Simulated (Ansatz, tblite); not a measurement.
# H2S3: one state, many levels

How do method and basis change the picture of H2S3 (singlet)?

The runs use Ansatz 0.2.0, Gaussian basis; as each input shows.

The runs, in order: GFN1-xTB, GFN2-xTB, PBE-D4/def2-TZVP, r2SCAN-D4/def2-TZVP, HF/def2-TZVP, B97M-V/def2-TZVP, r2SCAN0-D4/def2-TZVP, HSE06-D4/def2-TZVP, revPBE-D4/def2-TZVP, r2SCANh-D4/def2-TZVP, ωB97X-V/def2-TZVP, PBE-D4/def2-SVP, PBE0-D4/def2-SVP, HF/STO-3G, HF/6-31G, B3LYP-D4/6-31G, CCSD(T)/def2-TZVPP, MP2/def2-TZVP, RPA/def2-TZVP.

### Step 1. The relaxed structure

The geometry is that of the singlet, from an earlier relaxation (r2SCAN-D4/def2-TZVP).

5 atoms, charge 0, spin multiplicity 1.

Bond lengths: S1–S2 2.057 Å, S1–H4 1.349 Å, S2–S3 2.057 Å, S3–H5 1.349 Å. Angles: S2–S1–H4 98.5°, S1–S2–S3 108.6°, S2–S3–H5 98.5°.

PBE0-D4/def2-TZVP was run before; its log isn't repeated, and its numbers join the tables.

### Step 2. GFN1-xTB

Tight binding, by tblite at 300 K electronic temperature and without a spin-polarisation term:

```python
tblite.interface.Calculator('GFN1-xTB', numbers, positions, charge=0, uhf=0).singlepoint()
```

Energy -331.0454 eV, HOMO -11.10 eV, LUMO -6.94 eV; 0.012 s.

### Step 3. GFN2-xTB

Tight binding, by tblite at 300 K electronic temperature and without a spin-polarisation term:

```python
tblite.interface.Calculator('GFN2-xTB', numbers, positions, charge=0, uhf=0).singlepoint()
```

Energy -293.3082 eV, HOMO -11.01 eV, LUMO -7.58 eV; 0.01 s.

### Step 4. PBE-D4/def2-TZVP

start.molden holds the orbitals of an earlier run on this state, given as this run's starting guess.

File in.yaml:

```yaml
crystal:
  periodic: [false, false, false]
  atoms:
    - {symbol: S, position_ang: [0.621346, 0.172261, 1.549076]}
    - {symbol: S, position_ang: [0.183376, 0.979499, -0.291107]}
    - {symbol: S, position_ang: [-0.678588, -0.477833, -1.458495]}
    - {symbol: H, position_ang: [1.830950, -0.348293, 1.256525]}
    - {symbol: H, position_ang: [-1.957084, -0.325635, -1.056009]}
basis:
  gaussian: {orbitals: def2-TZVP, initial_orbitals: start.molden}
hamiltonian: {xc: pbe, dispersion: d4}
scf: {omitted_lower_state_checks: [starts]}
output: {orbitals: {seedname: orbitals}}
```

Launch:

```sh
$ ansatz run in.yaml --threads 4 --pin off --events-out ev --progress --plain --max-ram 3916MiB
```

The runs that follow: r2SCAN-D4/def2-TZVP; HF/def2-TZVP; B97M-V/def2-TZVP; r2SCAN0-D4/def2-TZVP; HSE06-D4/def2-TZVP; revPBE-D4/def2-TZVP; r2SCANh-D4/def2-TZVP; ωB97X-V/def2-TZVP; PBE-D4/def2-SVP; PBE0-D4/def2-SVP; HF/STO-3G; HF/6-31G; B3LYP-D4/6-31G; CCSD(T)/def2-TZVPP; MP2/def2-TZVP; RPA/def2-TZVP.

**Question.** What will the summary of the whole plan be? Wanted: gap in def2-TZVP, named functionals and Hartree-Fock, smallest and largest; correlation energy, CCSD(T)/def2-TZVPP; correlation energy, MP2/def2-TZVP; binding an atom, CCSD(T)/def2-TZVPP; PBE0 total energy, smallest basis above largest.

As calculated:

```
                                                                  quantity                            value
gap in def2-TZVP, named functionals and Hartree-Fock, smallest and largest  3.98 eV (PBE-D4), 12.72 eV (HF)
                                    correlation energy, CCSD(T)/def2-TZVPP                        -16.48 eV
                                         correlation energy, MP2/def2-TZVP                        -13.98 eV
                                       binding an atom, CCSD(T)/def2-TZVPP                         2.514 eV
                           PBE0 total energy, smallest basis above largest   11.64 eV (def2-SVP, def2-TZVP)
```

What this shows: Orbital gaps of the named functionals and Hartree-Fock in def2-TZVP span 3.98 eV (PBE-D4) to 12.72 eV (HF); exact exchange widens it. A small miss in a minimal or small basis is a cancelling of errors, not accuracy. The functionals in def2-TZVP miss CCSD(T)/def2-TZVPP by +0.090 (r2SCAN0-D4) to +0.259 eV (PBE-D4) an atom. The reference is CCSD(T) in one finite basis, so it carries an error of its own, often a tenth of an eV or more, and near misses can't be ranked.
